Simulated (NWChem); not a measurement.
System: CH$_{3}$S anion

Here is an NWChem input.

```
start job
memory heap 200 mb stack 900 mb global 1100 mb
charge -1
geometry units angstroms noautosym nocenter noautoz
  C      0.000000     0.000000    -1.100113
  S      0.000000     0.000000     0.747029
  H      0.724944     0.724944    -1.513369
  H      0.265348    -0.990292    -1.513369
  H     -0.990292     0.265348    -1.513369
end
basis spherical
  * library 6-31+g*
end
dft
  xc xpbe96 cpbe96
  iterations 150
end
cosmo
  do_cosmo_smd true
  solvent clbenzen
end
task dft energy
```

NWChem printed, in part:

```
             Northwest Computational Chemistry Package (NWChem) 7.3.0
             --------------------------------------------------------

                             Geometry "geometry" -> ""
                             -------------------------

 Output coordinates in angstroms (scale by  1.889725989 to convert to a.u.)

  No.       Tag          Charge          X              Y              Z
 ---- ---------------- ---------- -------------- -------------- --------------
    1 C                    6.0000     0.00000000     0.00000000    -1.10011300
    2 S                   16.0000     0.00000000     0.00000000     0.74702900
    3 H                    1.0000     0.72494400     0.72494400    -1.51336900
    4 H                    1.0000     0.26534800    -0.99029200    -1.51336900
    5 H                    1.0000    -0.99029200     0.26534800    -1.51336900

 Effective nuclear repulsion energy (a.u.)      47.2473648242

  pbe96 is a nonlocal functional; adding pw91lda local functional.

                                 NWChem DFT Module
                                 -----------------

 Summary of "ao basis" -> "ao basis" (spherical)
 ------------------------------------------------------------------------------
       Tag                 Description            Shells   Functions and Types
 ---------------- ------------------------------  ------  ---------------------
 C                          6-31+g*                  8       18   4s3p1d
 S                          6-31+g*                 10       22   5s4p1d
 H                          6-31+g*                  2        2   2s

 in cosmo_initialize ...
 calling solv_data for solv:clbenzen

 solvent parameters
 solvname_short: clbenzen
 solvname_long:  chlorobenzene
 dielec:        5.6968
 dielecinf:     2.3229
 nonaqueous SMD model solvent descriptors
 dielec:        5.6968
 sola:          0.0000
 solb:          0.0700
 solc:          0.8570
 solg:         47.4800
 solh:          0.1430
 soln:          1.5241

          ---------------
          -cosmo- solvent
          ---------------
 Cosmo: York-Karplus, doi: 10.1021/jp992097l
 dielectric constant -eps-     =   5.70
 screen = (eps-1)/(eps    )    =   0.82446
 surface charge correction     = lagrangian

   van der Waals surface
 --------------------------

[...]

                                COSMO-SMD solvation results
                                ---------------------------

             internal energy in gas <Psi(g)|H|Psi(g)> =      -437.871580407674
         internal energy in solvent <Psi(s)|H|Psi(s)> =      -437.869498215190
                               delta internal energy  =         0.002082192485 (    1.31 kcal/mol)
   total free energy in solvent <Psi(s)|H+V/2|Psi(s)> =      -437.956302030844
 polarization energy contribution <Psi(s)|V/2|Psi(s)> =        -0.086803815654 (  -54.47 kcal/mol)
    total free energy in solvent including G(SMD-CDS) =      -437.958658724894
                       G(SMD-CDS) energy contribution =        -0.002356694051 (   -1.48 kcal/mol)
     1 M fixed-concentration free energy of solvation =        -0.087078317220 (  -54.64 kcal/mol)

                       DFT Final Molecular Orbital Analysis
                       ------------------------------------

 Vector   11  Occ=2.000000D+00  E=-2.350464D-01
              MO Center= -2.7D-05, -2.7D-05,  2.1D-01, r^2= 2.3D+00
   Bfn.  Coefficient  Atom+Function         Bfn.  Coefficient  Atom+Function
  ----- ------------  ---------------      ----- ------------  ---------------
    27      0.480996  2 S  pz                 5     -0.373096  1 C  pz
    28      0.265342  2 S  s                  9     -0.239545  1 C  pz
    24      0.213837  2 S  s                 23     -0.192678  2 S  pz
     6     -0.157099  1 C  s                 32      0.157090  2 S  s
    31      0.135213  2 S  pz                20     -0.112266  2 S  s

 Vector   12  Occ=2.000000D+00  E=-1.096198D-01
              MO Center= -1.2D-02, -1.2D-02,  6.6D-01, r^2= 2.2D+00
   Bfn.  Coefficient  Atom+Function         Bfn.  Coefficient  Atom+Function
  ----- ------------  ---------------      ----- ------------  ---------------
    25      0.444118  2 S  px                26     -0.444116  2 S  py
    29      0.277260  2 S  px                30     -0.277259  2 S  py
    21     -0.172191  2 S  px                22      0.172190  2 S  py
    33      0.154486  2 S  px                34     -0.154485  2 S  py
    44     -0.149897  4 H  s                 46      0.149898  5 H  s

 Vector   13  Occ=2.000000D+00  E=-1.096154D-01
              MO Center=  1.2D-02,  1.2D-02,  6.6D-01, r^2= 2.2D+00
   Bfn.  Coefficient  Atom+Function         Bfn.  Coefficient  Atom+Function
  ----- ------------  ---------------      ----- ------------  ---------------
    25      0.444118  2 S  px                26      0.444121  2 S  py
    29      0.277249  2 S  px                30      0.277251  2 S  py
    42     -0.173198  3 H  s                 21     -0.172191  2 S  px
    22     -0.172192  2 S  py                33      0.154484  2 S  px
    34      0.154485  2 S  py                41     -0.101150  3 H  s

 Vector   14  Occ=0.000000D+00  E= 2.171123D-02
              MO Center=  1.2D-03,  1.2D-03, -1.6D+00, r^2= 8.5D+00
   Bfn.  Coefficient  Atom+Function         Bfn.  Coefficient  Atom+Function
  ----- ------------  ---------------      ----- ------------  ---------------
    32      3.696264  2 S  s                 10     -2.703222  1 C  s
    13     -1.594567  1 C  pz                35     -1.577447  2 S  pz
     6     -0.669902  1 C  s                 28     -0.226704  2 S  s
    31     -0.194893  2 S  pz                 2     -0.178267  1 C  s
    27     -0.168722  2 S  pz                 1      0.086614  1 C  s

[...]
```

Level: PBE/6-31+G* (spherical d), SMD on the gas-phase geometry. Geometry: optimised at B3LYP/def2-SVPD. The gas-phase anion has a positive highest level at the geometry level, so the gas reference is doubtful. Solvent: chlorobenzene.
